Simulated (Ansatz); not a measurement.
Basis-set extrapolation for `CC(Cl)CCCl` (PBE0-D4/def2-TZVP geometry, frozen core, the Gaussian-basis code of Ansatz). Multiplicity 1, RHF reference.

```
                       def2-TZVPP    def2-QZVPP
                 HF  -1075.222532  -1075.255276
    MP2 correlation     -1.077052     -1.160324
CCSD(T) correlation     -1.194708       not run
```

Energies in hartree. Use E(X) = E(∞) + A·exp(−7.88·√X) for Hartree–Fock and E(X) = E(∞) + B·X^(−2.97) for correlation, with X = 3 and 4, and add CCSD(T) minus MP2 of the smaller set to the MP2 limit.

Q: What is the CCSD(T) energy at the basis-set limit?

A: HF limit: -1075.255276 + (-0.032744) × 0.13774 = -1075.25979. MP2 limit: -1.160324 + (-0.083272) × 0.74074 = -1.22201. Higher-order term: -1.194708 − (-1.077052) = -0.11766. Total: -1076.59946 hartree, 478.4 kJ/mol below CCSD(T)/def2-TZVPP.
